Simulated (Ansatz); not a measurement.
System: fluorite CeO₂. Method: LDA (PAW; Ansatz, a quantum-chemistry and plane-wave program).

Run with plane-wave cutoff 520 eV, 8×8×8 k mesh, perturbation theory, force constants from a 4×4×4 q mesh, no spin polarisation, scalar-relativistic PAW data made under PBE.

### Question
Predict the high-frequency dielectric constant, static dielectric constant and zero-point energy.

### Answer

* **high-frequency dielectric constant**: 7.72
* **static dielectric constant**: 26.8
* **zero-point energy**: 0.058 eV/atom

Measured, for comparison: high-frequency dielectric constant 5.31 (temperature not stated, not corrected to a static lattice; as tabulated in Toward a consistent prediction of defect chemistry in CeO2 (PMC9835833)). Computed (rounded) less measured: high-frequency dielectric constant +45 %.

Spin–orbit coupling is not included.

Computing time: very roughly 8 core-minutes.
